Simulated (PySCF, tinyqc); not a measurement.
Inside a calculation. Method: G0W0 on RHF in the sto-3g basis, for BH, spin multiplicity 1. The lowest restricted solution is unstable here: a spin-polarised one lies 0.0078 hartree lower (PySCF). One step of it, computed by the program tinyqc.

Problem. G0W0 on Hartree-Fock: LUMO. W(p,q,m) = sqrt2 sum_ia (pq|ia) (X+Y)_ia,m; Sigma_c(x) = sum_(i,m) W^2/(x - e_i + w_m) + sum_(a,m) W^2/(x - e_a - w_m); solve x = e_p + Sigma_c(x) by Newton steps; Z = 1/(1 - dSigma/dx); 1 hartree = 27.211386 eV.

orbital energies (hartree): MO1 -7.352896, MO2 -0.523371, MO3 -0.248726, MO4 0.265029, MO5 0.265029, MO6 0.553201

Two-electron integrals over orbitals (pq|rs), unique and non-zero (hartree):
```
(11|11) 2.891692    (21|11) -0.245129   (21|21) 0.033673    (22|11) 0.596053
(22|21) -0.004694   (22|22) 0.528022    (31|11) -0.200766   (31|21) 0.024264
(31|22) -0.016406   (31|31) 0.030089    (32|11) 0.118024    (32|21) -0.008571
(32|22) -0.059168   (32|31) 0.004174    (32|32) 0.093419    (33|11) 0.653278
(33|21) -0.012950   (33|22) 0.428821    (33|31) 0.003536    (33|32) 0.046731
(33|33) 0.524629    (41|41) 0.021650    (42|41) 0.020751    (42|42) 0.067508
(43|41) 0.017046    (43|42) 0.044900    (43|43) 0.054971    (44|11) 0.742001
(44|21) -0.009224   (44|22) 0.457062    (44|31) -0.006921   (44|32) 0.062187
(44|33) 0.483248    (44|44) 0.586773    (51|51) 0.021650    (52|51) 0.020751
(52|52) 0.067508    (53|51) 0.017046    (53|52) 0.044900    (53|53) 0.054971
(54|54) 0.031630    (55|11) 0.742001    (55|21) -0.009224   (55|22) 0.457062
(55|31) -0.006921   (55|32) 0.062187    (55|33) 0.483248    (55|44) 0.523513
(55|55) 0.586773    (61|11) 0.124656    (61|21) -0.020863   (61|22) -0.009182
(61|31) -0.002634   (61|32) 0.014220    (61|33) 0.019387    (61|44) 0.003995
(61|55) 0.003995    (61|61) 0.025211    (62|11) -0.179036   (62|21) 0.002667
(62|22) -0.024252   (62|31) 0.012336    (62|32) -0.049255   (62|33) -0.011154
(62|44) -0.093335   (62|55) -0.093335   (62|61) 0.008270    (62|62) 0.114161
(63|11) 0.117893    (63|21) -0.003863   (63|22) -0.036143   (63|31) 0.005985
(63|32) 0.081246    (63|33) 0.063505    (63|44) 0.060294    (63|55) 0.060294
(63|61) 0.010486    (63|62) -0.059954   (63|63) 0.096904    (64|41) -0.009990
(64|42) -0.033599   (64|43) -0.007190   (64|64) 0.029726    (65|51) -0.009990
(65|52) -0.033599   (65|53) -0.007190   (65|65) 0.029726    (66|11) 0.643344
(66|21) -0.005371   (66|22) 0.536668    (66|31) -0.016463   (66|32) -0.063984
(66|33) 0.457893    (66|44) 0.459770    (66|55) 0.459770    (66|61) -0.008986
(66|62) -0.002483   (66|63) -0.039779   (66|66) 0.581102
```

excitation energies w (hartree): 0.591458  0.591458  0.927645  0.927645  0.942598  1.309856  7.661170  7.661170  7.956381

X + Y:
```
             1          2          3          4          5          6         7         8
1>4  -0.005212  -0.000018  -0.011336   0.000399   0.000000   0.000000  0.997165  0.000000
1>5   0.000018  -0.005212  -0.000399  -0.011336   0.000000   0.000000  0.000000  0.997165
1>6   0.000000   0.000000   0.000000   0.000000  -0.005961  -0.002511  0.000000  0.000000
2>4  -0.264357  -0.000921   0.896843  -0.031588   0.000000   0.000000  0.001129  0.000000
2>5   0.000921  -0.264357   0.031588   0.896843   0.000000   0.000000  0.000000  0.001129
2>6   0.000000   0.000000   0.000000   0.000000   0.300161   0.870094  0.000000  0.000000
3>4   0.907233   0.003161   0.170289  -0.005998   0.000000   0.000000  0.000601  0.000000
3>5  -0.003161   0.907233   0.005998   0.170289   0.000000   0.000000  0.000000  0.000601
3>6   0.000000   0.000000   0.000000   0.000000   0.885238  -0.219764  0.000000  0.000000

            9
1>4  0.000000
1>5  0.000000
1>6  0.996832
2>4  0.000000
2>5  0.000000
2>6  0.000574
3>4  0.000000
3>5  0.000000
3>6  0.000536
```

Give: The 12 largest terms at x = e_p; Newton steps; quasiparticle energy of the LUMO; Hartree-Fock value.

Solution.

The 12 largest terms at x = e_p (hartree; W for the signs of X + Y given):
```
q  m        W       term
4  6  -0.1336    -0.0136
2  3   0.0961     0.0054
3  3   0.0699     0.0034
3  1   0.0536     0.0026
6  3  -0.0442    -0.0016
4  5   0.0358    -0.0014
2  1   0.0322     0.0008
1  3   0.0301   1.06e-04
2  7   0.0294   1.02e-04
3  7   0.0242   7.14e-05
1  7   0.0306   6.12e-05
6  7  -0.0141  -2.52e-05
```

Newton steps (hartree):
```
step       x  Sigma_c(x)       Z
0     0.2650     -0.0041  0.9788
1     0.2610     -0.0040  0.9789
2     0.2610     -0.0040  0.9789
```

quasiparticle energy of the LUMO = 7.1016 eV

Hartree-Fock value = 7.2118 eV
